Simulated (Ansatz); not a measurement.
Write a Python script for the Python package of Ansatz (0.2.0) that makes a ranking of conformers of C3H7FO2, SMILES COCOCF. Settings (for the species named): Hartree-Fock, 6-31G* basis, multiplicity 1.

The script, `c3h7fo2.py`:
```python
from dataclasses import dataclass
import logging
import sys

import ansatz as az
from rdkit import Chem
from rdkit.Chem import AllChem

logging.basicConfig(stream=sys.stdout, format="[%(levelname)s] %(message)s")
log = logging.getLogger("ansatz_job")
log.setLevel(logging.INFO)


@dataclass
class Options:
    basis: str = "6-31G*"
    functional: str = "HF"


opts = Options()

rd = Chem.AddHs(Chem.MolFromSmiles("COCOCF"))
ids = list(AllChem.EmbedMultipleConfs(rd, numConfs=20, randomSeed=403, pruneRmsThresh=0.4))
field = [energy for _, energy in AllChem.MMFFOptimizeMoleculeConfs(rd)]
distinct = {round(e, 2): i for i, e in zip(ids, field)}
chosen = sorted(distinct.items())[:5]
found = []
for force_field, index in chosen:
    geometry = az.Crystal.molecule()
    for atom, xyz in zip(rd.GetAtoms(), rd.GetConformer(index).GetPositions()):
        geometry = geometry.atom(atom.GetSymbol(), xyz.round(5).tolist())
    job = (
        geometry.calculation()
        .basis(gaussian=opts.basis)
        .functional(opts.functional)
    )
    found.append(job.run().report["free_energy_ev"])
log.info("conformer   MMFF (kcal/mol)   this level (eV)")
for (force_field, index), e in zip(chosen, found):
    log.info(f"{index:9d} {force_field - chosen[0][0]:17.2f} {(e - min(found)):17.3f}")
```

```console
$ python c3h7fo2.py
[INFO] conformer   MMFF (kcal/mol)   this level (eV)
[INFO]         9              0.00             0.000
[INFO]         4              0.40             0.043
[INFO]         6              2.21             0.123
[INFO]         5              2.71             0.181
[INFO]         8              3.53             0.188
```

What to keep in mind:
- These settings explore the input space; basis and method may be short of convergence.
- The conformers keep their force-field geometries.
- Wall time of the script: 5.7 s on 1 thread of Arm Neoverse V2 (shared host), peak memory 0.3 GiB.
